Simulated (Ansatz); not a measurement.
Density of states of Bi$_{2}$S$_{2}$O (P4/nmm, a = 3.934 Å, b = 3.934 Å, c = 13.864 Å, α = 90.00°, β = 90.00°, γ = 90.00°), in states per eV and primitive cell, averaged over bins of 0.4 eV. The calculation used DFT PBEsol, scalar-relativistic, plane waves, PAW in Ansatz 0.2.0.

Cutoff 420 eV; k points 8×8×2 on the computed 10-atom cell (Γ-centred); Gaussian smearing, width 0.02 eV; no spin polarisation.

The cell is relaxed at this level. The states (both spins) are summed by tetrahedra on a 12×12×3 mesh at the self-consistent density. Energies are bin centres; the table starts no lower than −8 eV and ends at 6 eV, or lower where the solved bands end.

The gap is 0.84 eV at this level, with the zero inside it.

```csv
E − E_F (eV),total,S 3p,Bi 6p,O 2p,Bi 6s
-7.85,0.32,0.01,0.01,0.01,0.20
-7.45,0.13,0.00,0.00,0.00,0.08
-7.05,0.00,0.00,0.00,0.00,0.00
-6.65,0.00,0.00,0.00,0.00,0.00
-6.25,0.07,0.04,0.03,0.00,0.00
-5.85,3.53,0.85,1.18,1.37,0.03
-5.45,4.94,1.23,1.59,1.97,0.03
-5.05,4.49,1.46,1.45,1.43,0.03
-4.65,5.01,2.12,1.62,1.03,0.06
-4.25,5.98,2.23,1.78,1.65,0.14
-3.85,7.38,2.90,2.02,2.10,0.11
-3.45,7.09,3.18,1.75,1.81,0.10
-3.05,7.09,2.78,1.61,2.27,0.17
-2.65,6.51,2.51,1.21,2.41,0.17
-2.25,6.68,3.54,0.74,1.97,0.22
-1.85,9.62,6.30,0.41,2.44,0.26
-1.45,11.57,8.77,0.73,1.26,0.54
-1.05,8.31,5.64,0.46,1.22,0.77
-0.65,1.73,1.21,0.09,0.18,0.21
-0.25,0.00,0.00,0.00,0.00,0.00
0.15,0.00,0.00,0.00,0.00,0.00
0.55,0.45,0.09,0.25,0.01,0.01
0.95,1.77,0.33,1.11,0.03,0.04
1.35,2.67,0.48,1.77,0.04,0.04
1.75,2.73,0.53,1.75,0.07,0.04
2.15,4.50,0.80,2.85,0.16,0.07
2.55,5.08,1.09,2.92,0.23,0.06
2.95,6.10,1.41,3.45,0.29,0.07
3.35,7.35,1.34,4.33,0.57,0.08
3.75,8.96,1.59,5.14,0.80,0.07
4.15,5.49,1.02,3.08,0.49,0.05
4.55,5.36,0.88,2.92,0.51,0.02
4.95,5.60,1.08,3.04,0.51,0.02
5.35,2.80,0.40,1.32,0.29,0.01
5.75,5.23,0.62,1.59,0.30,0.01
```

The columns after the total are the main Löwdin projections on the occupied valence shells of the potentials; 3 others are left out. The rest of the total lies in those, in shells that are empty in the free atom, which aren't projected, and between the atoms.

Spin-orbit coupling is left out, which matters for the bands of heavy elements.

Whether Bi2S2O exists in this form wasn't checked.

Cost: 1 run of about 1.3 core-minutes, on AMD EPYC 9R45 (Zen 5) (shared hosts).